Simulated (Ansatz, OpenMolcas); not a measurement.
## OpenMolcas → Ansatz

OpenMolcas 26.06 runs this on [SiH3]+ (SMILES [SiH3+]):

coord.xyz:
```
4

Si     0.000000     0.000000     0.000000
H      0.686900     0.675400     1.113000
H     -0.118400    -1.467200    -0.009900
H     -0.568500     0.791700    -1.103100
```

job.inp:
```
>>> EXPORT MOLCAS_PRINT=2

&gateway
  baslib=$CurrDir
  coord=coord.xyz
  basis=aug-cc-pVTZ
  group=NoSym

&seward
  gridinput
  Grid=UltraFine
  End of Grid

&scf
  charge=1
  ksdft=HYB_GGA_XC_BHANDHLYP
  thresholds=1e-10 1e-07 1e-07 1e-05
  prorbitals=1 2

&alaska
```

```bash
$ export MOLCAS_MEM=1860
$ pymolcas job.inp > job.log
```

(Basis files named in the input come from the Basis Set Exchange and aren't shown.)

The coordinates come from a PBE0-D4/def2-TZVP relaxation.

It gives a total energy of -290.944367 Eh.

Task: How is this level of theory, on these atoms, set up in Ansatz 0.2.0 as an input file of the program's own, asking for the energy?

Result: This input was run:

molecule.yaml:
```yaml
crystal:
  periodic: [false, false, false]
  atoms:
    - {symbol: Si, position_ang: [-0.000000, -0.000000, 0.000000]}
    - {symbol: H, position_ang: [0.686900, 0.675400, 1.113000]}
    - {symbol: H, position_ang: [-0.118400, -1.467200, -0.009900]}
    - {symbol: H, position_ang: [-0.568500, 0.791700, -1.103100]}
basis:
  gaussian: {orbitals: aug-cc-pVTZ}
total_charge: 1
hamiltonian: {xc: {name: BHLYP}}
accuracy: high
output: {orbitals: {seedname: orbitals}}
```

```bash
$ ansatz run molecule.yaml --threads 1 --pin off --max-ram 3480MiB --events-out events.jsonl --progress --plain --runs-dir runs
```

Its energy is -290.944367 Eh, the same as the first but for the last digit, at most.
